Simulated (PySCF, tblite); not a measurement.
# Li+ and water

A gas-phase complex of Li+ and water; charge +1, singlet. The structure comes from a short search (6 tight-binding starts) and was relaxed by PBE0-D3(BJ)/def2-TZVPD; another way of binding may lie lower. Frequencies by PBE0-D3(BJ)/def2-TZVPD show no clear imaginary mode.

Parts: 1 = Li+ ([Li+]), atoms 1, charge +1; 2 = water (O), atoms 2–4.

Coordinates in Å:
```
Li1    -0.072   -0.665   -0.020
O2     -1.812   -1.185   -0.201
H3     -2.347   -1.167   -1.004
H4     -2.389   -1.531    0.490
```

Contacts between parts, classed by geometry: Li1···O2 1.825 Å (ion contact).

Interaction energies are complex less parts, with the parts frozen as they stand in it; counterpoise-corrected, in kcal/mol (PySCF).

(1) Give the interaction energy at each level run.

(2) What holds them together? Decompose the wB97M-D3(BJ)/def2-TZVPD energy: frozen parts, their antisymmetrised product, then relaxation.

The parts were also relaxed and run alone, at the levels used for the complex: shieldings by PBE0/pcSseg-2; core levels by delta-SCF with SCAN, pcX-2 on the ionised atom and pcseg-1 elsewhere, spin-free X2C.

(3) What does binding change?

(4) What are the binding energy from relaxed parts (wB97M-D3(BJ)/def2-TZVPD), and ΔH and ΔG of association at 298.15 K and 1 atm?

## Answers

(1) 
```
                  level  interaction  superposition error removed
wB97M-D3(BJ)/def2-TZVPD       -34.93                        -0.06
 PBE0-D3(BJ)/def2-TZVPD       -35.22                        -0.05
```

(2) electrostatic -32.7, Pauli repulsion +12.3, orbital relaxation -14.1, dispersion correction -0.6 kcal/mol, which sum to the value before the counterpoise correction; the Pauli term holds the exchange-correlation of the frozen density too. Of the attraction, 69 % is electrostatic, 30 % is orbital relaxation, 1 % is dispersion correction.

(3) 
| property | alone | in the complex | change |
| --- | --- | --- | --- |
| shielding of Li1 (ppm) | 95.2 | 92.5 | -2.7 |
| shielding of O2 (ppm) | 329.1 | 323.6 | -5.5 |
| O2 1s core level (eV) | 539.76 | 546.65 | +6.89 |

(4) -34.90 kcal/mol, -32.92 with zero-point energy; ΔH -33.9 and ΔG -27.1 kcal/mol, from harmonic vibrations by PBE0-D3(BJ)/def2-TZVPD with low modes damped.

The 5 runs behind this took 41 s in all, one thread each of Intel Xeon 6975P-C on a shared host, launched as `OMP_NUM_THREADS=1 python cluster_run.py task.json out`.
